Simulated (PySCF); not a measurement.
CFCl3: calculation against experiment

**Experimental background.**

NIST CCCBDB Release 22 (SRD 101), experimental dipoles lists, for the gas: dipole moment (microwave Stark effect, vibrational ground state) 0.46 ± 0.02 D.

The runs below try to reproduce these values; the comparison stands at the end.

Compound: CFCl3.
SMILES with atom numbers: `[F:1][C:2]([Cl:3])([Cl:4])[Cl:5]`

Cartesian coordinates in Å at the GFN2-xTB level; atoms count from 1:
```xyz
5
CCl3F angstrom
F      0.060   -0.141    1.396
C      0.005   -0.006    0.067
Cl    -0.458    1.661   -0.313
Cl     1.603   -0.371   -0.604
Cl    -1.201   -1.140   -0.563
```

Runs made with PySCF (gas phase, on this GFN2-xTB geometry; no spin–orbit coupling):

```
            level         job  basis functions
B3LYP/aug-cc-pVDZ  shieldings              127
B97-D/aug-cc-pVDZ  shieldings              127
 BLYP/aug-cc-pVDZ  shieldings              127
 BP86/aug-cc-pVDZ  shieldings              127
   HF/aug-cc-pVDZ  shieldings              127
  KT2/aug-cc-pVDZ  shieldings              127
  KT3/aug-cc-pVDZ  shieldings              127
  LDA/aug-cc-pVDZ  shieldings              127
 OPBE/aug-cc-pVDZ  shieldings              127
  PBE/aug-cc-pVDZ  shieldings              127
     PW91/cc-pVTZ  shieldings              162
    X3LYP/cc-pVTZ  shieldings              162
```

**Comparison with experiment**

**Dipole moment.** Measured: 0.46 D (NIST CCCBDB Release 22 (SRD 101), experimental dipoles).

| level | computed (D) | computed − measured (D) | % (from the printed values) |
| --- | --- | --- | --- |
| B3LYP/aug-cc-pVDZ | 0.38 | -0.08 | -17 |
| B97-D/aug-cc-pVDZ | 0.29 | -0.17 | -37 |
| BLYP/aug-cc-pVDZ | 0.31 | -0.15 | -33 |
| BP86/aug-cc-pVDZ | 0.27 | -0.19 | -41 |
| HF/aug-cc-pVDZ | 0.50 | +0.04 | +9 |
| KT2/aug-cc-pVDZ | 0.31 | -0.15 | -33 |
| KT3/aug-cc-pVDZ | 0.30 | -0.16 | -35 |
| LDA/aug-cc-pVDZ | 0.32 | -0.14 | -30 |
| OPBE/aug-cc-pVDZ | 0.24 | -0.22 | -48 |
| PBE/aug-cc-pVDZ | 0.28 | -0.18 | -39 |
| PW91/cc-pVTZ | 0.22 | -0.24 | -52 |
| X3LYP/cc-pVTZ | 0.33 | -0.13 | -28 |

Closest is HF/aug-cc-pVDZ (+0.04 D), furthest PW91/cc-pVTZ (-0.24 D); one molecule doesn't rank methods. The computed dipoles belong to one fixed geometry; measured ones are averaged over vibrations unless marked μe. Magnitudes are compared, not signs.

The geometry is computed, not the measured one. Where a level misses, the cause wasn't examined.
